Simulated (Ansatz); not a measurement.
**Ansatz timings: C2H3Al (ethynylalumane)**

C2H3Al has 6 atoms, charge 0, and is taken as a singlet. SMILES: `C#[C][AlH2]`. Geometry: relaxed at PBE0-D4/def2-TZVP.

```xyz
6

C    -0.7928   -1.6376   -0.2981
C    -0.2661   -0.5642   -0.1062
Al    0.5648    1.1242    0.1950
H    -1.2570   -2.5831   -0.4674
H     1.3567    1.8047   -0.9905
H     0.4366    1.7920    1.6210
```

Program: Ansatz 0.2.0. Hardware: 1 thread of Arm Neoverse V2, shared host, so times are rough. Ansatz fits the integrals of SCF and DFT runs by default. Its times include its search for lower SCF states.

(1) Estimate their order by wall time, quickest first.
A. energy at B3LYP/6-31G* (spherical functions)
B. energy at HF/STO-3G
C. energy at BHLYP/def2-TZVP
D. energy at wB97X/def2-TZVP

## Answers

(1) B (0.12 s), A (2.3 s), C (6.6 s), D (20 s).
